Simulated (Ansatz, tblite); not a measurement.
Removing and adding an electron: the cluster B₃H₆. The state is a doublet with charge 0. Geometry: PBE-D4/def2-TZVP. Ansatz, gas phase; energy differences of separate SCF runs; the oxidised species is a singlet (the triplet lies 3.43 eV higher at PBE0-D4/def2-TZVP); the reduced species is a singlet (the triplet lies 1.81 eV higher at PBE0-D4/def2-TZVPD).

Cartesian coordinates in Å:
```
B -0.526 0.573 -0.330
B 0.454 -0.057 0.962
B 0.414 -0.889 -0.416
H -1.732 0.490 -0.245
H 0.970 -1.900 -0.695
H 1.047 -0.297 1.962
H -0.207 1.001 1.069
H -0.278 -0.473 -1.373
H -0.142 1.552 -0.933
```

The xTB rows come from tblite. Correlated methods freeze 3 core orbitals. The structure comes from a short search, and lower isomers may exist.

**Question.** Estimate orbital energies and vertical ionisation energies and electron affinities at: GFN1-xTB; GFN2-xTB; HF/def2-TZVPP; PBE-D4/def2-TZVP; PBE-D4/def2-TZVPD; r2SCAN-D4/def2-TZVP; r2SCAN-D4/def2-TZVPD; PBE0-D4/def2-TZVP; PBE0-D4/def2-TZVPD; MP2/def2-TZVPD; MP2/def2-TZVPP; CCSD/def2-TZVPD; CCSD/def2-TZVPP; CCSD(T)/def2-TZVPD; CCSD(T)/def2-TZVPP.

**Answer.** 
```json
{"level": "GFN1-xTB", "−HOMO (eV)": "–", "vertical IE (eV)": "12.53", "−LUMO (eV)": "–", "vertical EA (eV)": "5.67", "HOMO–LUMO gap (eV)": "–", "IE − EA (eV)": "6.86", "remarks": "–"}
{"level": "GFN2-xTB", "−HOMO (eV)": "–", "vertical IE (eV)": "11.24", "−LUMO (eV)": "–", "vertical EA (eV)": "3.78", "HOMO–LUMO gap (eV)": "–", "IE − EA (eV)": "7.46", "remarks": "–"}
{"level": "HF/def2-TZVPP", "−HOMO (eV)": "–", "vertical IE (eV)": "7.24", "−LUMO (eV)": "–", "vertical EA (eV)": "–", "HOMO–LUMO gap (eV)": "–", "IE − EA (eV)": "–", "remarks": "–"}
{"level": "PBE-D4/def2-TZVP", "−HOMO (eV)": "5.01", "vertical IE (eV)": "8.14", "−LUMO (eV)": "3.79", "vertical EA (eV)": "–", "HOMO–LUMO gap (eV)": "1.22", "IE − EA (eV)": "–", "remarks": "–"}
{"level": "PBE-D4/def2-TZVPD", "−HOMO (eV)": "5.02", "vertical IE (eV)": "–", "−LUMO (eV)": "3.80", "vertical EA (eV)": "1.10", "HOMO–LUMO gap (eV)": "1.22", "IE − EA (eV)": "–", "remarks": "HOMO above zero (-1 singlet), restricted SCF unstable in HF (-1 singlet)"}
{"level": "r2SCAN-D4/def2-TZVP", "−HOMO (eV)": "5.30", "vertical IE (eV)": "8.18", "−LUMO (eV)": "3.35", "vertical EA (eV)": "–", "HOMO–LUMO gap (eV)": "1.95", "IE − EA (eV)": "–", "remarks": "–"}
{"level": "r2SCAN-D4/def2-TZVPD", "−HOMO (eV)": "5.30", "vertical IE (eV)": "–", "−LUMO (eV)": "3.35", "vertical EA (eV)": "0.92", "HOMO–LUMO gap (eV)": "1.95", "IE − EA (eV)": "–", "remarks": "HOMO above zero (-1 singlet), restricted SCF unstable in HF (-1 singlet)"}
{"level": "PBE0-D4/def2-TZVP", "−HOMO (eV)": "5.99", "vertical IE (eV)": "8.15", "−LUMO (eV)": "2.79", "vertical EA (eV)": "–", "HOMO–LUMO gap (eV)": "3.20", "IE − EA (eV)": "–", "remarks": "–"}
{"level": "PBE0-D4/def2-TZVPD", "−HOMO (eV)": "5.99", "vertical IE (eV)": "–", "−LUMO (eV)": "2.80", "vertical EA (eV)": "1.01", "HOMO–LUMO gap (eV)": "3.19", "IE − EA (eV)": "–", "remarks": "HOMO above zero (-1 singlet), restricted SCF unstable in HF (-1 singlet)"}
{"level": "MP2/def2-TZVPD", "−HOMO (eV)": "–", "vertical IE (eV)": "–", "−LUMO (eV)": "–", "vertical EA (eV)": "1.20", "HOMO–LUMO gap (eV)": "–", "IE − EA (eV)": "–", "remarks": "restricted SCF unstable (-1 singlet)"}
{"level": "MP2/def2-TZVPP", "−HOMO (eV)": "–", "vertical IE (eV)": "8.04", "−LUMO (eV)": "–", "vertical EA (eV)": "–", "HOMO–LUMO gap (eV)": "–", "IE − EA (eV)": "–", "remarks": "–"}
{"level": "CCSD/def2-TZVPD", "−HOMO (eV)": "–", "vertical IE (eV)": "–", "−LUMO (eV)": "–", "vertical EA (eV)": "1.00", "HOMO–LUMO gap (eV)": "–", "IE − EA (eV)": "–", "remarks": "restricted SCF unstable (-1 singlet)"}
{"level": "CCSD/def2-TZVPP", "−HOMO (eV)": "–", "vertical IE (eV)": "7.97", "−LUMO (eV)": "–", "vertical EA (eV)": "–", "HOMO–LUMO gap (eV)": "–", "IE − EA (eV)": "–", "remarks": "large T1 (0.020) (+1 singlet)"}
{"level": "CCSD(T)/def2-TZVPD", "−HOMO (eV)": "–", "vertical IE (eV)": "–", "−LUMO (eV)": "–", "vertical EA (eV)": "1.16", "HOMO–LUMO gap (eV)": "–", "IE − EA (eV)": "–", "remarks": "restricted SCF unstable (-1 singlet)"}
{"level": "CCSD(T)/def2-TZVPP", "−HOMO (eV)": "–", "vertical IE (eV)": "8.03", "−LUMO (eV)": "–", "vertical EA (eV)": "–", "HOMO–LUMO gap (eV)": "–", "IE − EA (eV)": "–", "remarks": "large T1 (0.020) (+1 singlet)"}
```

Relaxing the oxidised species (PBE-D4/def2-TZVP) changes its energy by -0.47 eV at PBE-D4/def2-TZVP, so the adiabatic ionisation energy to this nearest minimum is 7.67 eV. At PBE0-D4/def2-TZVP it is 7.65 eV.  Run but left out: HF/def2-TZVPD (charge -1 singlet: restricted singlet, unstable towards broken spin symmetry).   A HOMO above zero means that the electron is unbound at that level or that self-interaction error raises the level; the energy of removing that electron tells which. HOMO and LUMO are the levels of the spin that leaves or enters (xTB has no such levels and no spin-polarisation term). Other spin states of the ions may lie lower, which would lower the ionisation energy or raise the affinity. Raw xTB energy differences between charge states are shifted by several eV; the methods need an empirical correction for them.
